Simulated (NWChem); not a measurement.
## Correlation energy of difluoromethane (CH2F2)

```xyz
5

F      1.0958     0.0000    -0.2872
C      0.0000     0.0000     0.4910
F     -1.0958     0.0000    -0.2872
H      0.0000     0.9137     1.1116
H      0.0000    -0.9137     1.1116
```
Charge 0, spin multiplicity 1.

Program: NWChem. The geometry was optimised at PBE0/def2-SVP, a minimum by its harmonic frequencies.

Basis set: def2-TZVP. Each correlation energy counts from its own Hartree-Fock reference.

The correlated methods keep 3 core orbitals frozen. Coupled-cluster values serve here as a point of comparison, not as the truth.

Task: One of these methods gave a correlation energy of -663.2 mHa. Which?
A. CCSD
B. SCS-MP2
C. MP2
D. CR-CCSD[T]

Result: C, MP2. The others give -650.3 (SCS-MP2), -675.9 (CCSD), -692.9 (CR-CCSD[T]).
